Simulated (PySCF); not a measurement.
Gas-phase reaction: 3 SiH₃Cl ⇌ Si + 3 H₂ + H₃SiSiCl₃

Method: PySCF energies plus ideal-gas RRHO corrections (1 bar). † marks an energy on the PBE0/def2-TZVP geometry and frequencies; other levels use their own. MP2 freezes the core. 6-31G* has spherical d functions here. Open shells (unrestricted): Si (multiplicity 3, electronic degeneracy 9); the rest are closed-shell singlets. Spin-orbit splitting is ignored; it lowers the true energy and changes the entropy of Si. B3LYP is the form with VWN-RPA correlation. H₃SiSiCl₃: computed as isolated molecules; such fragments, hydroxides, amides, oligomers or adducts are transient or little studied in the gas. MP2 isn't extrapolated to the basis-set limit; its ΔH°(298 K) is 411.3 kJ in def2-SVP and 416.5 kJ in def2-TZVPP. The harmonic model lacks anharmonicity and excited electronic states, which grow with temperature; levels with a mode under 35 cm⁻¹ are left out. Internal rotation in H₃SiSiCl₃ is treated as a harmonic vibration of one conformer, which makes the entropy rough.

```csv
level,"ΔE electronic, kJ","ΔH°(298 K), kJ","ΔS°(298 K), J/K","ΔG°(600 K), kJ"
B3LYP/6-31G*,438,413,182,296
BLYP/def2-TZVP†,430,406,184,288
MP2/def2-SVP†,436,411,184,294
PBE/def2-TZVP†,431,407,184,289
PBE0/def2-QZVP†,454,430,184,312
```
ΔH° is lowest at BLYP/def2-TZVP† and highest at PBE0/def2-QZVP†. No reference value is set beside these.
